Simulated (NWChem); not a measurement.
System: ethylene (C$_{2}$H$_{4}$); SMILES C=C

```xyz
6

C      0.0000     0.6652     0.0000
C      0.0000    -0.6652     0.0000
H      0.9310     1.2406     0.0000
H     -0.9310     1.2406     0.0000
H     -0.9310    -1.2406     0.0000
H      0.9310    -1.2406     0.0000
```
Atoms are numbered in this order, from 1.

Level: PBE0/def2-SVP (NWChem), optimised geometry, unscaled harmonic frequencies. 

Problem. List the harmonic frequencies with IR intensities, and the thermochemistry.

Solution. 
```
frequency (cm⁻¹)  IR intensity (km/mol)
----------------  ---------------------
819                                 1.3
969                                93.5
975                                 0.0
1064                                0.0
1217                                0.0
1363                                0.0
1439                                9.3
1717                                0.0
3151                               10.4
3170                                0.0
3245                                0.0
3267                               11.4
```

```json
{
 "zero_point_energy": "32.0 kcal/mol",
 "thermal correction to the enthalpy at 298.15 K (with zero-point energy)": "34.5 kcal/mol",
 "heat capacity Cv": "8.2 cal/(mol K)",
 "entropy at 298.15 K and 1 atm (symmetry number 4)": "52.3 cal/(mol K)",
 "dipole_moment": "0.00 D"
}
```

Rigid rotor and harmonic oscillator.
